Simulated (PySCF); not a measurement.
Question: Write a Z-matrix for `CC(C)N(C)C` as optimised with GFN2-xTB.

Answer: 
Z-matrix in Å and degrees, rows numbered from 1:
```
C 
C   1  1.5355
C   2  1.5301  1  110.27
N   2  1.4587  1  115.24  3   125.38
C   4  1.4466  2  115.40  1   -54.76
C   4  1.4454  2  113.78  1    74.91
H   1  1.0872  2  109.66  3    61.85
H   1  1.0878  2  110.87  3  -178.60
H   1  1.0874  2  110.80  3   -57.73
H   2  1.0972  1  108.07  3  -117.22
H   3  1.0870  2  111.38  1    52.88
H   3  1.0871  2  109.85  1   -66.84
H   3  1.0864  2  109.76  1   173.43
H   5  1.0906  4  108.30  2  -167.51
H   5  1.0864  4  109.91  2   -49.54
H   5  1.1008  4  113.35  2    72.68
H   6  1.0902  4  108.53  2   168.95
H   6  1.1017  4  113.64  2   -70.96
H   6  1.0889  4  109.59  2    50.78
```

Of the pairs four or more bonds apart, H11···H15 is among the closest relative to their van der Waals radii: 2.21 Å, 92 % of the sum of Bondi's values. N4 (tertiary amine nitrogen) is pyramidal (angles 115.4°, 113.8° and 110.8°, sum 340.0°, 0.38 Å off the plane of its three neighbours).

The geometry is computed with GFN2-xTB (gas phase).

Point group: C1 (no symmetry element, even within 0.4 Å). GFN2-xTB frequencies: not computed here. One conformer, not necessarily the lowest (C1–C2–N4–C5 -55°).
